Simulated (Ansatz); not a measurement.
Rutile MnF₂, treated with revPBE (Ansatz, an electronic-structure program, PAW).

Settings: plane-wave cutoff 520 eV, 8×8×10 k mesh (along the axes of the cell as run), Fermi–Dirac smearing 0.01 eV, spin-polarised with opposed moments, scalar-relativistic PAW data made under PBE.

Shape and atoms are relaxed at each volume.

Pressure at four volumes; x = ln(V/14.021 Å³). One pressure is withheld.

```json
[
 {"V (Å³/atom)": "13.460", "x": "-0.0408", "P (GPa)": "?"},
 {"V (Å³/atom)": "13.741", "x": "-0.0202", "P (GPa)": "1.54"},
 {"V (Å³/atom)": "14.021", "x": "0.0000", "P (GPa)": "-0.01"},
 {"V (Å³/atom)": "14.582", "x": "0.0392", "P (GPa)": "-2.54"}
]
```

**Question.** Pass a parabola P(x) through the three rows shown, estimate the bulk modulus and its pressure derivative near zero pressure, and predict the withheld pressure.

**Answer.** Slopes between the rows: (-0.01 − (1.54))/(0.0000 − (-0.0202)) = -76.73 and (-2.54 − (-0.01))/(0.0392 − (0.0000)) = -64.54 GPa. Their difference over the span 0.0594 is c = 12.19/0.0594 = 205.2 GPa, so P(x) = 1.54 + (-76.73)(x − (-0.0202)) + 205.2 (x − (-0.0202))(x − (0.0000)). At the middle row B = −dP/dx = −[-76.73 + 205.2 × 0.0202] = 72.6 GPa, and B′ = dB/dP = 2c/B = 5.7. At x = -0.0408 the parabola gives 3.29 GPa; the run gives 3.29 GPa. The Birch–Murnaghan fit to the energies at all volumes has B0 = 72.3 GPa and B′ = 5.7.

Note: without U or exact exchange, gaps and moments of open d shells tend to come out too small; the bulk modulus comes from volumes at which shape and atoms were relaxed.
